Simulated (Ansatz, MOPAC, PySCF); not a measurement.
Species: phosphanylidynephosphane, P2 (charge 0, singlet). SMILES: P#P
Structure (B3LYP-D3(BJ)/def2-TZVP (Ansatz, a quantum-chemistry and plane-wave program) minimum search):
```
P
P 1 1.8895
```
Charge 0, spin multiplicity 1.

Unscaled harmonic wavenumbers (cm⁻¹) in rising order, each level at the stationary point that it reaches from this structure (no distance between atoms moves by over 0.3 Å); the order of modes can differ between levels, and a negative number is imaginary. B3LYP-D3(BJ)/def2-TZVP (PySCF, at the structure above): 811.

PM7 (MOPAC): 919. Zero-point energy 1.3 against 1.2 kcal/mol; where all levels lie over 400 cm⁻¹, the wavenumbers are on average 1.134 times those of B3LYP-D3(BJ)/def2-TZVP.

B3LYP/6-31G* (Ansatz): 797. Zero-point energy 1.1 against 1.2 kcal/mol; where all levels lie over 400 cm⁻¹, the wavenumbers are on average 0.983 times those of B3LYP-D3(BJ)/def2-TZVP.
